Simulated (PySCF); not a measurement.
## CH2ClF: calculation against experiment

**Experimental background.**

From NIST CCCBDB Release 22 (SRD 101), experimental dipoles, for the gas: dipole moment (dielectric constant against temperature) 1.82 D.

How close the calculation comes is told at the end.

CH₂ClF.
Numbering: `[F:1][CH2:2][Cl:3]` (hydrogens: H4, H5 on C2)

Structure used (PBE0-D3(BJ)/def2-SVP), in Å, numbered top down from 1:
```xyz
5
CH2ClF angstrom
F     -0.637    1.245   -0.253
C      0.073    0.123   -0.041
Cl     1.814    0.444   -0.148
H     -0.131   -0.260    0.970
H     -0.173   -0.624   -0.809
```

The PySCF runs (gas phase, on this PBE0-D3(BJ)/def2-SVP geometry; no spin–orbit coupling):

```tsv
level	job	basis functions	wall time
PBE0-D3(BJ)/def2-SVP, grid level 1	geometry optimisation from a GFN2-xTB start shaken at random	56	6.6 s
```

Hardware: one thread, Arm Neoverse V1 (aarch64), shared host.

## Comparison

**Dipole moment.** Measured: 1.82 D (NIST CCCBDB Release 22 (SRD 101), experimental dipoles).

```tsv
level	computed (D)	computed − measured (D)	% (from the printed values)
PBE0-D3(BJ)/def2-SVP	1.82	0.00	0
```

The computed dipoles belong to one fixed geometry; measured ones are averaged over vibrations unless marked μe. Magnitudes are compared, not signs.

The geometry is computed, not the measured one. Where a level misses, the cause wasn't examined.
